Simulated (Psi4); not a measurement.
**MP2/def2-TZVP (density fitting, density fitting for correlation, sweep point 3) run of NH3S (Thiohydroxylamine)**

Aim: the vertical electron affinity of NH3S (Thiohydroxylamine) at MP2/def2-TZVP (density fitting, density fitting for correlation, sweep point 3), from 2 runs. 

Program for the calculation: Psi4 1.11.

**1. The molecule**

NH3S: 5 atoms, total charge 0, spin state singlet. SMILES: `NS`. Geometry: relaxed at GFN2-xTB. This is one conformer, not always the lowest.

Bond lengths: N1–S2 1.719 Å, N1–H3 1.015 Å, N1–H4 1.015 Å, S2–H5 1.338 Å. Angles: N1–S2–H5 95.5°, S2–N1–H3 109.8°, S2–N1–H4 109.7°, H3–N1–H4 108.9°.

**2. The energy at MP2/def2-TZVP (density fitting, density fitting for correlation, sweep point 3)**

h3ns.py

```python
import psi4

psi4.set_memory('1600 MB')
psi4.set_num_threads(1)
psi4.set_output_file('run.log', False)

molecule = psi4.geometry("""
0 1
N     -0.30757182    -0.95884704    -0.43784954
S      0.31798421     1.80349792     1.15335655
H      0.02842148    -2.45794787     0.70945988
H     -2.14670998    -0.99157709    -0.98116470
H      2.10787611     2.60487408    -0.44382108
units bohr
symmetry c1
""")

psi4.set_options({
    'basis': 'def2-TZVP',
    'reference': 'rhf',
    'puream': True,
    'scf_type': 'df',
    'num_frozen_docc': 0,
})

e_tot = psi4.energy('mp2')
print(f'mp2 energy: {e_tot:.10f} Eh')
```

The run is started by

```sh
$ python h3ns.py
```

run.log:

```text
[...]
  Running in c1 symmetry.
[...]
  Nuclear repulsion =   57.857555782838908
[...]
  Multiplicity = 1
[...]
  Nalpha       = 13
  Nbeta        = 13
[...]
    Number of basis functions: 86
[...]
   @DF-RHF iter   1:  -453.67180328582401   -3.68267e-01   4.40330e-03 ADIIS/DIIS
[...]
   @DF-RHF iter  12:  -453.73981733568456   -8.52651e-13   3.14225e-09 DIIS
[...]
    Orbital Energies [Eh]
    ---------------------
    Doubly Occupied:
       1A    -91.971360     2A    -15.579864     3A     -8.972965
       4A     -6.654478     5A     -6.653484     6A     -6.652776
       7A     -1.190703     8A     -0.916211     9A     -0.675165
      10A     -0.586994    11A     -0.553897    12A     -0.406953
      13A     -0.366720
[...]
  @DF-RHF Final Energy:  -453.73981733568456
   => Energetics <=
    Nuclear Repulsion Energy =             57.8575557828389080
    One-Electron Energy =                -740.8316061535242625
    Two-Electron Energy =                 229.2342330350008410
    Total Energy =                       -453.7398173356845632
[...]
 Multipole Moments:
 ------------------------------------------------------------------------------------
     Multipole            Electronic (a.u.)      Nuclear  (a.u.)        Total (a.u.)
 ------------------------------------------------------------------------------------
 L = 1.  Multiply by 2.5417464519 to convert [e a0] to [Debye]
 Dipole X            :         -0.0416050           -0.1793958           -0.2210009
 Dipole Y            :          1.3795759           -1.7210766           -0.3415007
 Dipole Z            :          1.2470188           -1.2576994           -0.0106806
 Magnitude           :                                                    0.4069130
[...]
```

The script printed:

```text
mp2 energy: -454.2454300989 Eh
```

Wall time 1.6 s (1 thread of AMD EPYC 9R45 (Zen 5), shared host); peak memory 0.21 GiB.

**3. The doublet anion, same level**

h3ns.py

```python
import psi4

psi4.set_memory('1600 MB')
psi4.set_num_threads(1)
psi4.set_output_file('output.dat', False)

m = psi4.geometry("""
-1 2
N     -0.30757182    -0.95884704    -0.43784954
S      0.31798421     1.80349792     1.15335655
H      0.02842148    -2.45794787     0.70945988
H     -2.14670998    -0.99157709    -0.98116470
H      2.10787611     2.60487408    -0.44382108
units bohr
symmetry c1
""")

psi4.set_options(dict(reference='uhf', puream=True, scf_type='df', num_frozen_docc=0, maxiter=150))

e_tot, wfn = psi4.energy('mp2/def2-TZVP', molecule=m, return_wfn=True)
print(f'total energy {e_tot:.8f} hartree = {e_tot * 27.211386:.5f} eV')
```

The run is started by

```sh
$ python h3ns.py
```

output.dat:

```text
[...]
  Running in c1 symmetry.
[...]
  Nuclear repulsion =   57.857555782838908
[...]
  Multiplicity = 2
[...]
  Nalpha       = 14
  Nbeta        = 13
[...]
    Number of basis functions: 86
[...]
   @DF-UHF iter   1:  -453.46550437286584   -1.61968e-01   6.46420e-03 DIIS/ADIIS
[...]
   @DF-UHF iter  20:  -453.63308030792615   -7.44649e-12   8.00593e-09 DIIS
[...]
   @S^2 Observed:                7.595261346E-01
[...]
    Orbital Energies [Eh]
    ---------------------
    Alpha Occupied:
       1A    -91.745689     2A    -15.337550     3A     -8.745376
       4A     -6.430082     5A     -6.426000     6A     -6.425355
       7A     -0.970382     8A     -0.697197     9A     -0.440350
      10A     -0.366311    11A     -0.334054    12A     -0.187062
      13A     -0.147108    14A      0.094588
    Alpha Virtual:
      15A      0.332068    16A      0.358858    17A      0.361094
      18A      0.534263    19A      0.615910    20A      0.620843
      21A      0.628392    22A      0.660583    23A      0.701974
      24A      0.739238    25A      0.742264    26A      0.777651
[...]
  @DF-UHF Final Energy:  -453.63308030792615
   => Energetics <=
    Nuclear Repulsion Energy =             57.8575557828389080
    One-Electron Energy =                -746.6774998752105148
    Two-Electron Energy =                 235.1868637844455066
    Total Energy =                       -453.6330803079261500
  UHF NO Occupations:
  HONO-2 :   12  A 1.9995147
  HONO-1 :   13  A 1.9964814
[...]
 Multipole Moments:
 ------------------------------------------------------------------------------------
     Multipole            Electronic (a.u.)      Nuclear  (a.u.)        Total (a.u.)
 ------------------------------------------------------------------------------------
 L = 1.  Multiply by 2.5417464519 to convert [e a0] to [Debye]
 Dipole X            :          0.6276325           -0.1793958            0.4482367
 Dipole Y            :          2.5892970           -1.7210766            0.8682204
 Dipole Z            :          1.4367141           -1.2576994            0.1790147
 Magnitude           :                                                    0.9933625
[...]
```

On the terminal:

```text
total energy -454.16687654 hartree = -12358.51019 eV
```

Run time: 1.8 s. Hardware: 1 thread of AMD EPYC 9R45 (Zen 5), shared host; peak memory 0.22 GiB.

**4. Results**

Level: MP2/def2-TZVP (density fitting, density fitting for correlation, sweep point 3).

```
                                                                 quantity          value
                                               singlet NH3S: total energy  -454.24543 Eh
                        singlet NH3S: HOMO energy (Hartree–Fock orbitals)       -9.98 eV
                        singlet NH3S: LUMO energy (Hartree–Fock orbitals)        3.18 eV
                      singlet NH3S: HOMO–LUMO gap (Hartree–Fock orbitals)       13.16 eV
                                         singlet NH3S: correlation energy     -505.6 mEh
                                              doublet anion: total energy  -454.16688 Eh
doublet anion: HOMO energy (Hartree–Fock orbitals) (highest over α and β)        2.57 eV
 doublet anion: LUMO energy (Hartree–Fock orbitals) (lowest over α and β)        8.99 eV
                                        doublet anion: correlation energy     -533.8 mEh
                         doublet anion: ⟨S²⟩ of the reference determinant          0.760
                        vertical electron affinity (to the doublet anion)      -2.138 eV
```

In words: The anion lies 2.14 eV (206 kJ/mol) above the neutral: the electron isn't bound at this level, and such a value depends on the basis. Without diffuse functions anions come out too high. The HOMO (doublet anion) lies at positive energy, 2.57 eV: the electron is unbound at this level or held by a compact basis; values depend on the basis.
